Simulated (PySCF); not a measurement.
Species: C2HNS.
Geometry (PBE0-D3(BJ)/def2-SVP, Å), atoms numbered from 1 in this order:
```xyz
5
C2HNS angstrom
N      1.8118   -0.9624   -0.1462
C      0.8069   -0.3876   -0.0618
C     -0.4272    0.3255    0.0416
S     -1.8731   -0.3957    0.0611
H     -0.3183    1.4201    0.1053
```

All values: CAM-B3LYP/def2-SVPD (PySCF, non-relativistic), on one gas-phase PBE0-D3(BJ)/def2-SVP geometry that isn't relaxed in the solvent. The solvent is an IEF-PCM continuum (cavity from Bondi-type radii × 1.2), and excitations are vertical TDDFT with non-equilibrium linear response and a frozen core. Only the electrostatic response of the medium enters.

| run | E − E(gas) (kcal/mol) | HOMO (eV) | HOMO–LUMO gap (eV) | dipole (D) | lowest singlet (eV) | static polarisability (au) |
| --- | --- | --- | --- | --- | --- | --- |
| gas | 0.00 | -9.12 | 6.22 | 2.66 | 1.94 | 49.8 |
| P | -5.04 | -8.90 | 6.27 | 3.51 | 1.99 | 68.0 |
| Q | -3.61 | -8.95 | 6.26 | 3.27 | 1.97 | 62.4 |

**Question.** The runs were made in acetonitrile and chloroform. Which run belongs to which solvent?

**Answer.** P = acetonitrile, Q = chloroform. The dielectric constants are 4.711 (chloroform), 35.69 (acetonitrile), and the energy falls further as ε rises. The optical constants n² used for the excitations are 2.09, 1.81 in the same order. In this model the ground state sees the solvent through ε alone.

**Question.** How constant is the ratio of the lowering to (ε − 1)/(2ε + 1)?

**Answer.** 
```csv
solvent,(ε − 1)/(2ε + 1),E − E(gas) (kcal/mol),ratio (kcal/mol),polarisation term (kcal/mol)
chloroform,0.356,-3.61,-10.1,-4.21
acetonitrile,0.479,-5.04,-10.5,-6.22
```

The ratio changes by +3.7 % in size from chloroform to acetonitrile. The polarisation term is half the interaction of the solute with the induced surface charges.
